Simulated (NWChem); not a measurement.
Everything below was run with NWChem. System: isobutene (C4H8), charge 0, spin multiplicity 1, at a geometry optimised with PBE/def2-SVP. Level: CCSD(T)/6-31G* (spherical d), 4 core orbitals frozen.

Input file:

```
start mol
memory heap 100 mb stack 700 mb global 1900 mb
geometry units angstroms nocenter noautoz
  C     -1.277112     0.000000    -0.681178
  C      0.000000     0.000000     0.120807
  C      1.277112     0.000000    -0.681178
  C      0.000000     0.000000     1.470214
  H     -1.329885    -0.888616    -1.347922
  H     -1.329885     0.888616    -1.347922
  H     -2.176212     0.000000    -0.035026
  H      1.329885    -0.888616    -1.347922
  H      2.176212     0.000000    -0.035026
  H      1.329885     0.888616    -1.347922
  H      0.940110     0.000000     2.044875
  H     -0.940110     0.000000     2.044875
  symmetry group C2v
end
basis spherical
  * library 6-31g*
end
scf
  rhf
  nopen 0
  maxiter 100
  thresh 1e-7
  semidirect memsize 60000000 filesize 0
end
ccsd
  freeze core 4
  maxiter 60
end
task ccsd(t) energy
```

NWChem printed:

```
             Northwest Computational Chemistry Package (NWChem) 7.3.0
             --------------------------------------------------------

                                NWChem Input Module
                                -------------------

 Scaling coordinates for geometry "geometry" by  1.889725989
 (inverse scale =  0.529177249)

 Turning off AUTOSYM since
 SYMMETRY directive was detected!

                             Geometry "geometry" -> ""
                             -------------------------

 Output coordinates in angstroms (scale by  1.889725989 to convert to a.u.)

  No.       Tag          Charge          X              Y              Z
 ---- ---------------- ---------- -------------- -------------- --------------
    1 C                    6.0000    -1.27711200     0.00000000    -0.68117800
    2 C                    6.0000     0.00000000     0.00000000     0.12080700
    3 C                    6.0000     1.27711200     0.00000000    -0.68117800
    4 C                    6.0000     0.00000000     0.00000000     1.47021400
    5 H                    1.0000    -1.32988500    -0.88861600    -1.34792200
    6 H                    1.0000    -1.32988500     0.88861600    -1.34792200
    7 H                    1.0000    -2.17621200     0.00000000    -0.03502600
    8 H                    1.0000     1.32988500    -0.88861600    -1.34792200
    9 H                    1.0000     2.17621200     0.00000000    -0.03502600
   10 H                    1.0000     1.32988500     0.88861600    -1.34792200
   11 H                    1.0000     0.94011000     0.00000000     2.04487500
   12 H                    1.0000    -0.94011000     0.00000000     2.04487500

 Effective nuclear repulsion energy (a.u.)     118.7207897954

            Nuclear Dipole moment (a.u.)
            ----------------------------
        X                 Y               Z
 ---------------- ---------------- ----------------
     0.0000000000     0.0000000000     0.0000000000

      Symmetry information
      --------------------

 Group name             C2v
 Group number             16
 Group order               4
 No. of unique centers     6

      Symmetry unique atoms

     1    2    4    5    7   11


 Summary of "ao basis" -> "" (spherical)
 ------------------------------------------------------------------------------
       Tag                 Description            Shells   Functions and Types
 ---------------- ------------------------------  ------  ---------------------
 *                           6-31g*                   on all atoms

 Summary of "ao basis" -> "ao basis" (spherical)
 ------------------------------------------------------------------------------
       Tag                 Description            Shells   Functions and Types
 ---------------- ------------------------------  ------  ---------------------
 C                           6-31g*                  6       14   3s2p1d
 H                           6-31g*                  2        2   2s

                                 NWChem SCF Module
                                 -----------------

  ao basis        = "ao basis"
  functions       =    72
  atoms           =    12
  closed shells   =    16
  open shells     =     0
  charge          =   0.00
  wavefunction    = RHF
  use symmetry    = T
  symmetry adapt  = T

 Summary of "ao basis" -> "ao basis" (spherical)
 ------------------------------------------------------------------------------
       Tag                 Description            Shells   Functions and Types
 ---------------- ------------------------------  ------  ---------------------
 C                           6-31g*                  6       14   3s2p1d
 H                           6-31g*                  2        2   2s

      Symmetry analysis of basis
      --------------------------

        a1         30
        a2          8
        b1         22
        b2         12

 Forming initial guess at       0.1s

      Superposition of Atomic Density Guess
      -------------------------------------

 Sum of atomic energies:        -154.62687691

      Non-variational initial energy
      ------------------------------

 Total energy =    -157.193046
 1-e energy   =    -440.733952
 2-e energy   =     164.820117
 HOMO         =      -0.275194
 LUMO         =       0.037128

      Symmetry analysis of molecular orbitals - initial
      -------------------------------------------------

  Numbering of irreducible representations:

     1 a1          2 a2          3 b1          4 b2

  Orbital symmetries:

     1 a1          2 b1          3 a1          4 a1          5 a1
     6 b1          7 a1          8 a1          9 b1         10 a1
    11 b2         12 a2         13 b1         14 a1         15 b1
    16 b2         17 b2         18 a1         19 b1         20 a1
    21 b1         22 a1         23 b2         24 a2         25 a1
    26 b1

 Starting SCF solution at       0.4s

 ----------------------------------------------
         Quadratically convergent ROHF

 Convergence threshold     :          1.000E-07
 Maximum no. of iterations :          100
 Final Fock-matrix accuracy:          1.000E-09
 ----------------------------------------------

              iter       energy          gnorm     gmax       time
             ----- ------------------- --------- --------- --------
                 1     -156.0583622848  7.00D-01  1.96D-01      0.4
                 2     -156.1018068020  2.01D-01  5.02D-02      0.4
                 3     -156.1056484719  1.22D-02  4.25D-03      0.5
                 4     -156.1056638633  1.16D-04  3.94D-05      0.6
[...]
          Subscript MO index range:        5 -   72
          MO coefficients read from:  ./mol.movecs
          Number of operator matrices in core:  156
          Half-transformed integrals produced

     Pass:    1     Index range:    5  -   16     Time:      2.10
 ------------------------------------------
 MP2 Energy (coupled cluster initial guess)
 ------------------------------------------
 Reference energy:           -156.105663865732538
 MP2 Corr. energy:             -0.514869567515827
 Total MP2 energy:           -156.620533433248369

 ****************************************************************************
              the segmented parallel ccsd program:    1 nodes
 ****************************************************************************

 level of theory    ccsd(t)
 number of core         4
 number of occupied    12
 number of virtual     56
 number of deleted      0
 total functions       72
 number of shells      40
 basis label          566

   ***** ccsd parameters *****
   iprt   =     0
   convi  =  0.100E-05
   maxit  =    60
   mxvec  =     5
 memory            104848220
  Using  1 OpenMP thread(s) in CCSD
  IO offset    20.000000000000000
  IO error message >End of File
  file_read_ga: failing reading from ./mol.t2
  Failed reading restart vector from ./mol.t2
  Using MP2 initial guess vector

-------------------------------------------------------------------------
 iter     correlation     delta       rms       T2     Non-T2      Main
             energy      energy      error      ampl     ampl      Block
                                                time     time      time
-------------------------------------------------------------------------
   1     -0.5448461860 -5.448D-01  1.343D-01     7.45     0.00     7.22
   2     -0.5596267001 -1.478D-02  8.696D-02     4.94     0.00     4.80
   3     -0.5633520283 -3.725D-03  5.660D-03     7.73     0.00     7.53
   4     -0.5653613862 -2.009D-03  3.561D-03     7.59     0.01     7.37
   5     -0.5655102948 -1.489D-04  7.749D-04     7.46     0.00     7.24
   6     -0.5654809194  2.938D-05  4.024D-04     7.50     0.00     7.28
   7     -0.5654707957  1.012D-05  1.416D-04     7.70     0.01     7.48
   8     -0.5654663074  4.488D-06  3.618D-05     7.82     0.00     7.59
   9     -0.5654664670 -1.597D-07  2.141D-06     7.83     0.00     7.60
  10     -0.5654667435 -2.765D-07  2.342D-06     7.65     0.00     7.51
  11     -0.5654669101 -1.665D-07  4.856D-07     4.78     0.01     4.57
                  *************converged*************
-------------------------------------------------------------------------

 -----------
 CCSD Energy
 -----------
 Reference energy:            -156.105663865732538
 CCSD corr. energy:             -0.565466910055488
 Total CCSD energy:           -156.671130775788015

 --------------------------------
 Spin Component Scaled (SCS) CCSD
 --------------------------------
 Same spin contribution:                 -0.110713685420770
 Same spin scaling factor:                1.130000000000000
 Opposite spin contribution:             -0.454753224634718
 Opposite spin scaling fact.:             1.270000000000000
 SCS-CCSD correlation energy:            -0.702643059811562
 Total SCS-CCSD energy:                -156.808306925544088
 memory            104848220

*********triples calculation*********

nkpass=    1; nvpass=    1; memdrv=         213304; memtrn=         827104; memavail=      104847532
 memory available/node                      104847532
 total number of virtual orbitals        56
 number of virtuals per integral pass    56
 number of integral evaluations           1
 number of occupied per triples pass     12
 number of triples passes                 1

 commencing integral evaluation        1 at          80.70
  symmetry use  T
task         4 out of       820 done   0%  at       0.0 secs
task        44 out of       820 done   5%  at       0.3 secs
task        82 out of       820 done  10%  at       0.5 secs
task       123 out of       820 done  15%  at       0.7 secs
task       164 out of       820 done  20%  at       0.9 secs
task       205 out of       820 done  25%  at       1.1 secs
task       246 out of       820 done  30%  at       1.2 secs
task       287 out of       820 done  35%  at       1.5 secs
task       408 out of       820 done  49%  at       1.6 secs
task       410 out of       820 done  50%  at       1.6 secs
task       451 out of       820 done  55%  at       1.8 secs
task       498 out of       820 done  60%  at       1.9 secs
task       559 out of       820 done  68%  at       2.0 secs
task       592 out of       820 done  72%  at       2.1 secs
task       625 out of       820 done  76%  at       2.1 secs
task       661 out of       820 done  80%  at       2.1 secs
task       697 out of       820 done  85%  at       2.2 secs
task       738 out of       820 done  90%  at       2.4 secs
task       782 out of       820 done  95%  at       2.4 secs
task       820 out of       820 done 100%  at       2.5 secs
 commencing triples evaluation - blocking       1
 ccsd(t): done        1 out of       56 progress:    1.8%
 ccsd(t): done        2 out of       56 progress:    3.6%
 ccsd(t): done        3 out of       56 progress:    5.4%
 ccsd(t): done        4 out of       56 progress:    7.1%
 ccsd(t): done        5 out of       56 progress:    8.9%
 ccsd(t): done        6 out of       56 progress:   10.7%
 ccsd(t): done        7 out of       56 progress:   12.5%
 ccsd(t): done        8 out of       56 progress:   14.3%
 ccsd(t): done        9 out of       56 progress:   16.1%
 ccsd(t): done       10 out of       56 progress:   17.9%
 ccsd(t): done       11 out of       56 progress:   19.6%
 ccsd(t): done       12 out of       56 progress:   21.4%
 ccsd(t): done       13 out of       56 progress:   23.2%
 ccsd(t): done       14 out of       56 progress:   25.0%
 ccsd(t): done       15 out of       56 progress:   26.8%
 ccsd(t): done       16 out of       56 progress:   28.6%
 ccsd(t): done       17 out of       56 progress:   30.4%
 ccsd(t): done       18 out of       56 progress:   32.1%
 ccsd(t): done       19 out of       56 progress:   33.9%
 ccsd(t): done       20 out of       56 progress:   35.7%
 ccsd(t): done       21 out of       56 progress:   37.5%
 ccsd(t): done       22 out of       56 progress:   39.3%
 ccsd(t): done       23 out of       56 progress:   41.1%
 ccsd(t): done       24 out of       56 progress:   42.9%
 ccsd(t): done       25 out of       56 progress:   44.6%
 ccsd(t): done       26 out of       56 progress:   46.4%
 ccsd(t): done       27 out of       56 progress:   48.2%
 ccsd(t): done       28 out of       56 progress:   50.0%
 ccsd(t): done       29 out of       56 progress:   51.8%
 ccsd(t): done       30 out of       56 progress:   53.6%
 ccsd(t): done       31 out of       56 progress:   55.4%
 ccsd(t): done       32 out of       56 progress:   57.1%
 ccsd(t): done       33 out of       56 progress:   58.9%
 ccsd(t): done       34 out of       56 progress:   60.7%
 ccsd(t): done       35 out of       56 progress:   62.5%
 ccsd(t): done       36 out of       56 progress:   64.3%
 ccsd(t): done       37 out of       56 progress:   66.1%
 ccsd(t): done       38 out of       56 progress:   67.9%
 ccsd(t): done       39 out of       56 progress:   69.6%
 ccsd(t): done       40 out of       56 progress:   71.4%
 ccsd(t): done       41 out of       56 progress:   73.2%
 ccsd(t): done       42 out of       56 progress:   75.0%
 ccsd(t): done       43 out of       56 progress:   76.8%
 ccsd(t): done       44 out of       56 progress:   78.6%
 ccsd(t): done       45 out of       56 progress:   80.4%
 ccsd(t): done       46 out of       56 progress:   82.1%
 ccsd(t): done       47 out of       56 progress:   83.9%
 ccsd(t): done       48 out of       56 progress:   85.7%
 ccsd(t): done       49 out of       56 progress:   87.5%
 ccsd(t): done       50 out of       56 progress:   89.3%
 ccsd(t): done       51 out of       56 progress:   91.1%
 ccsd(t): done       52 out of       56 progress:   92.9%
 ccsd(t): done       53 out of       56 progress:   94.6%
 ccsd(t): done       54 out of       56 progress:   96.4%
 ccsd(t): done       55 out of       56 progress:   98.2%
 ccsd(t): done       56 out of       56 progress:  100.0%
 Time for integral evaluation pass     1        2.58
 Time for triples evaluation pass      1        6.55

 pseudo-e(mp4)  -0.18933285008633E-01
 pseudo-e(mp5)   0.79795370965856E-03
        e(t)    -0.18135331298974E-01

 --------------
 CCSD(T) Energy
 --------------
 Reference energy:                    -156.105663865732538

 CCSD corr. energy:                     -0.565466910055488
 T(CCSD) corr. energy:                  -0.018933285008633
 Total CCSD+T(CCSD) energy:           -156.690064060796658

 CCSD corr. energy:                     -0.565466910055488
 (T) corr. energy:                      -0.018135331298974
 Total CCSD(T) energy:                -156.689266107087008

 routine      calls  cpu(0)   cpu-min  cpu-ave  cpu-max   i/o
 aoccsd          1     0.03     0.03     0.03     0.03    0.00
 iterdrv         1     0.03     0.03     0.03     0.03    0.00
 pampt          11     0.14     0.14     0.14     0.14    0.00
 t2pm           11     0.21     0.21     0.21     0.21    0.00
 sxy            11     1.38     1.38     1.38     1.38    0.00
 ints      7362146    56.00    56.00    56.00    56.00    0.00
 t2eri        9020    14.98    14.98    14.98    14.98    0.00
 idx2         9020     2.13     2.13     2.13     2.13    0.00
 idx34          11     0.13     0.13     0.13     0.13    0.00
 ht2pm          11     0.26     0.26     0.26     0.26    0.00
 itm            11     1.67     1.67     1.67     1.67    0.00
 pdiis          11     0.04     0.04     0.04     0.04    0.00
 triples         1     0.00     0.00     0.00     0.00    0.00
 rdtrpo          1     0.02     0.02     0.02     0.02    0.00
 trpmos          1     2.58     2.58     2.58     2.58    0.00
 trpdrv          1     0.94     0.94     0.94     0.94    0.00
 dovvv      104832     2.48     2.48     2.48     2.48    0.00
 doooo      104832     0.73     0.73     0.73     0.73    0.00
 tengy       96768     2.30     2.30     2.30     2.30    0.00
 Total                86.06    86.06    86.06    86.06    0.00

 Task  times  cpu:       90.5s     wall:       90.5s

 Total times  cpu:       90.6s     wall:       90.6s
```
